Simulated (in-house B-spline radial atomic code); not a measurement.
**RPA and G0W0 on PBE: He**

Configuration 1s2, mean-field start PBE. Computed with a B-spline radial code for spherical atoms: all electrons, scalar-relativistic (spin-free one-electron X2C), finite nucleus, each spin shell either full or empty, empty states to l = 9 with an (l + 1/2)⁻⁴ tail; G0W0 by contour deformation at full frequency.

Command:
```bash
python run_gw.py task.json out
```
Settings (radii: box in bohr, nucleus in fm):
```
Z                        2
electrons                2
configuration            1s2
hamiltonian              x2c
method                   pbe,pbe
lmax                     9
rms_radius               1.6755
spin_polarised           False
box_radius               40
intervals                76
ion_configuration        1s1
```

Run time, properties included: 1.1 s on 1 thread of Arm Neoverse V2, with other jobs on the host.

Energies (hartree):

```
                                     term      value
                         mean-field total   -2.89305
Hartree-Fock functional on these orbitals   -2.86024
                      direct second order  -0.098326
                    second-order exchange   0.049163
                         SOSEX correction   0.042161
```

(1) What is the RPA correlation energy, and what remains with SOSEX?

Quasi-particle levels (eV):

| level | occupied | mean field | Σx - vxc | Σc | QP weight | G0W0 |
| --- | --- | --- | --- | --- | --- | --- |
| 1s | yes | -15.763 | -9.36 | ? | ? | ? |

G0W0 = mean field + (Σx - vxc) + Σc, with Σc (partial-wave tail included) taken at the quasi-particle energy.

(2) Where does G0W0 put 1s?

(3) What does it cost to remove one electron (to 1s1) by differences of total energies, each species on its own start (correlation terms add to the Hartree-Fock functional)?

Answers

(1) RPA gives -0.084322 hartree (-1.15 eV per electron); RPA + SOSEX gives -0.042161, and the second-order doubles -0.049163 hartree (no singles). SOSEX takes back 50 % of the RPA value, the self-correlation of each of the two electrons.

(2) At -23.440 eV, with Σc = 1.69 eV and a quasi-particle weight of 0.836. The tabulated removal energy is 24.587 eV (NIST, measured).

(3) PBE 24.468 eV, Hartree-Fock functional 23.424 eV, + RPA 25.118 eV, + RPA + SOSEX 24.572 eV, + second order 24.762 eV. Tabulated: 24.587 eV (NIST, measured).
